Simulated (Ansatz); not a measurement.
**What a trial cell of Re relaxes into**

Level of theory: DFT r2SCAN, scalar-relativistic, plane waves, PAW in Ansatz. Cutoff 500 eV, Γ-centred k mesh, Gaussian smearing, no spin polarisation in the final step.

Re was placed on the diamond structure type (Fd-3m, No. 227), at a guessed volume.

```
Re
1.0
     0.00000    2.56727    2.56727
     2.56727    0.00000    2.56727
     2.56727    2.56727    0.00000
Re
2
Direct
  0.50000 0.50000 0.50000
  0.75000 0.75000 0.75000
```

Cell and atoms relax at zero pressure; the relaxation can't lower the symmetry of the start. After a coarse first stage the cell is made exact in the group found at 0.06 Å.

Energies count from the standard state of Re at the same level.

(1) What does it relax into?

(2) What are its volume, energy, density and gap?

Answers

(1) It keeps Fd-3m (No. 227). The result has the diamond structure. Conventional cell: a = 5.615 Å. Re is coordinated by 4 Re at 2.43 Å.

Space group Fd-3m:1 (No. 227). a = 5.615 Å, b = 5.615 Å, c = 5.615 Å, α = 90.00°, β = 90.00°, γ = 90.00°
| atom | site | symmetry | x | y | z |
| --- | --- | --- | --- | --- | --- |
| Re | 8a | -43m | 0.5000 | 0.0000 | 0.5000 |

(2) The volume per atom is 22.13 Å³. The density is 13.97 g/cm³, the energy over the standard structure is 1.62 eV/atom and the gap on the 18×18×18 mesh is 0 eV (a metal).

The final run used a 18×18×18 mesh on its 2-atom cell and 0.10 eV smearing. The k mesh leaves about 4 meV/atom of noise in metals. Spin–orbit coupling is left out. Symmetry constrained the relaxation, so the result can be a saddle point. The steps took roughly 50 core-seconds in all.